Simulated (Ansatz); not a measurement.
Species: SiH3 (charge 0, doublet). SMILES: [SiH3]
Geometry: optimised at B3LYP-D3(BJ)/def2-TZVP (Ansatz, a quantum-chemistry and plane-wave program).

Atomisation energy built up term by term with Ansatz (kcal/mol; UHF references for open shells; valence terms freeze the core; atomic spin-orbit terms are left out). CBS marks a two-point X^-3 extrapolation of the correlation energy; Hartree-Fock from the larger set.

| term | basis | kcal/mol |
|---|---|---|
| Hartree-Fock | def2-QZVPPD | 180.64 |
| CCSD correlation | CBS(def2-TZVPPD,def2-QZVPPD) | … |
| (T) | CBS(def2-TZVPPD,def2-QZVPPD) | … |
| CCSDT - CCSD(T) | cc-pV(D+d)Z | 0.12 |
| (Q) | cc-pV(D+d)Z | 0.01 |
| core correlation | cc-pwCVTZ | -0.39 |
| scalar relativity (X2C) | cc-pVTZ-DK against cc-pVTZ | -0.58 |
| sum: De |  | … |

Question: What belongs in the gaps?

Answer: 
- CCSD correlation, kcal/mol: 47.04
- (T), kcal/mol: 0.72
- sum: De, kcal/mol: 227.6
